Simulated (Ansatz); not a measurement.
A nudged elastic band was laid between two geometries of CH6Si + FH (10 atoms, charge 0, multiplicity 1).

These are results of RKS B3LYP/6-31G* in Ansatz 0.2.0, not measurements.

```
movable images  : 9
climbing image  : yes
spring          : 5.0 eV/Å²
optimiser       : quadratic models (default)
start path      : through a guess of the saddle point
force threshold : 0.05 eV/Å
iteration limit : 60
end points      : relaxed
```

First end point:

```xyz
10
Properties=species:S:1:pos:R:3
Si 0.256 -0.031 0.216
C 0.347 -0.129 2.095
H -0.666 -0.199 2.502
H 0.914 -1.008 2.419
H 0.830 0.760 2.517
H 1.594 0.191 -0.399
H -0.603 1.126 -0.196
H -0.340 -1.259 -0.372
F -2.856 0.215 1.283
H -2.465 0.885 0.757
```

Last end point:

```xyz
10
Properties=species:S:1:pos:R:3
Si -0.480 0.227 -1.224
C -0.100 -0.126 3.363
H -0.876 -0.292 4.115
H 0.469 -1.050 3.220
H 0.573 0.665 3.704
H 0.886 0.802 -1.150
H -1.177 0.743 -2.429
H -0.405 -1.254 -1.283
F -1.314 0.667 0.089
H -0.565 0.170 2.419
```

What changes between the two ends?

Bonds broken: Si1–C2, F9–H10. Bonds formed: Si1–F9, C2–H10. CH6Si + FH becomes CH4 + FH3Si.

What energy profile does the band end with?

It converged. The highest image is number 4 of 0 to 10, 36.2 kcal/mol above the first end and 75.2 kcal/mol above the last; the last end lies 38.9 kcal/mol below the first. Neighbouring images differ by up to 1.9 eV, so the band resolves the path poorly. A vibrational analysis at the climbing image gives one clearly imaginary mode, 1121i cm⁻¹: a first-order saddle point. The orbitals stay closed-shell, which can raise the energy where a bond breaks towards radicals; this wasn't checked here.

```tsv
image	path coordinate (Å)	energy (kcal/mol)	Si1–C2 (Å)	F9–H10 (Å)	Si1–F9 (Å)
0	0.00	0.0	1.88	0.94	3.30
1	0.76	1.0	1.89	0.93	3.26
2	1.51	3.9	1.91	0.94	3.02
3	2.27	13.1	1.96	0.95	2.48
4	3.03	36.2	2.16	1.18	1.95
5	3.91	-6.4	2.72	1.66	1.67
6	4.80	-32.1	3.26	1.96	1.62
7	5.68	-38.1	3.80	2.37	1.62
8	6.56	-38.7	4.09	2.50	1.62
9	7.44	-38.8	4.28	2.50	1.62
10	8.33	-38.9	4.62	2.50	1.62
```

What is the geometry of the highest image?


```xyz
10
Properties=species:S:1:pos:R:3
Si -0.247 0.105 0.035
C -0.036 -0.001 2.178
H -0.698 -0.033 3.061
H 0.566 -0.911 2.220
H 0.597 0.879 2.306
H 1.256 0.084 0.031
H -0.533 1.413 -0.600
H -0.570 -1.130 -0.719
F -2.070 0.099 0.729
H -1.253 0.047 1.581
```

The band took 27 iterations and about 8 core-minutes.

Time of the run: 8.5 min on 1 thread of Arm Neoverse V2, on a shared host, peak memory 0.12 GiB.
